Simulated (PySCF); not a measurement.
Values are calculated unless marked as measured or tabulated.
A vibrational averaging run on boron trihydride, BH3, SMILES B. A sound run at B3LYP/pcJ-1 gave B0 = 235634, 235627, 116017 MHz, harmonic ZPE 5758 cm⁻¹, lowest mode 1161 cm⁻¹ and averaged shieldings -0.99, 23.01, 23.01, 23.01 ppm.

Input of the run in question:

```
{"job": {"xc": "B3LYP", "basis": "pcJ-1", "j": true, "grid": 2, "temperatures": [100, 350], "delta": 2.0, "kind": "iso"}, "charge": 0, "multiplicity": 1}
B      0.010236     0.004772    -0.022853
H     -0.855850    -0.809424    -0.039578
H     -0.261942     1.161465     0.012810
H      1.148493    -0.337722    -0.041795
```

Command: OMP_NUM_THREADS=1 python ens_run.py task.json out

Output:

```
parent
  Be/MHz 236543.143 236541.114 118271.064
  B0/MHz 235278.615 235148.485 115808.003
  ZPE/cm-1 5757.7
  <sigma>(0 K)/ppm -1.094 23.000 23.003 23.002
2H at atom 1
  Be/MHz 236542.737 145913.779 90245.147
  B0/MHz 235394.464 145083.868 88585.735
  ZPE/cm-1 5268.5
  <sigma>(0 K)/ppm -0.794 23.060 23.033 23.033
```

Q: What is doubtful here, and how much did it matter?

A: The setting at fault: displacement step far too large, higher-order terms enter. The isotope effects on the shieldings at 0 K read 300, 60, 29, 30 ppb against 282, 60, 31, 31 ppb in the sound run, and B0 − Be of the smallest constant -2460 against -2250 MHz.
